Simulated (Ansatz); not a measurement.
# AlCl3 (singlet): wave-function methods side by side, 6-31G*

The task here is to estimate one member of a computed series from the others.

Program: Ansatz 0.2.0, Gaussian basis. Level of theory: 6-31G*, core rule «outside noble gas», up to 20 orbitals frozen. These are calculated values, not measurements.

Plan: UHF; CCSD(T) on RHF; BCCD(T) on RHF; CISD; CCSDT(Q) on RHF.

24 further runs of the same task are left out: 5 for a known fault of the program, 2 that didn't finish, 17 set aside as unsound or not needed.

## The geometry

The geometry is an MP2(full)/6-31G* stationary point (not a proven minimum).

4 atoms, charge 0, spin multiplicity 1.

Atoms are counted from 1 here; the program's logs count them from 0.

Bond lengths: Al1–Cl2 2.069 Å, Al1–Cl3 2.069 Å, Al1–Cl4 2.069 Å. Angles: Cl2–Al1–Cl3 120.0°, Cl2–Al1–Cl4 120.0°, Cl3–Al1–Cl4 120.0°.

Set-up of the first run:

The input, in.yaml:

```yaml
crystal:
  periodic: [false, false, false]
  atoms:
    - {symbol: Al, position_ang: [0.000000, 0.000000, 0.000000]}
    - {symbol: Cl, position_ang: [0.000000, 2.069041, 0.000000]}
    - {symbol: Cl, position_ang: [1.791842, -1.034520, 0.000000]}
    - {symbol: Cl, position_ang: [-1.791842, -1.034520, 0.000000]}
basis:
  gaussian: {orbitals: "6-31G*"}
magnetization: {spin_polarized: true, initial_magnetization: 0}
hamiltonian: {xc: hf}
output: {orbitals: {seedname: orbitals}}
```

On the command line:

```sh
$ ansatz run in.yaml --threads 1 --pin off --events-out ev --progress --plain --max-ram 4096MiB --backend cpu
```

Among the steps run: UHF; CCSD(T) on RHF; BCCD(T) on RHF; CISD; CCSDT(Q) on RHF.

One table of the session follows, with a row left open; its other results are not shown here.

It belongs to the step «Misses and costs». 

| method | from RCCSDT(Q) (meV) |
| --- | --- |
| RHF | +13137.2 |
| RMP2 | ? |
| CISD | +1979.4 |
| RCCSD | +351.2 |
| RCCSD(T) | +43.6 |
| BCCD(T) | +41.6 |
| RCCSDT | +18.2 |
| RCCSDT(Q) | 0 |

Q: Estimate the row for RMP2 from the others.

**Answer.** from RCCSDT(Q) (meV): +1382.2. In the column «from RCCSDT(Q) (meV)» it lies between RCCSD (+351.2) and CISD (+1979.4).
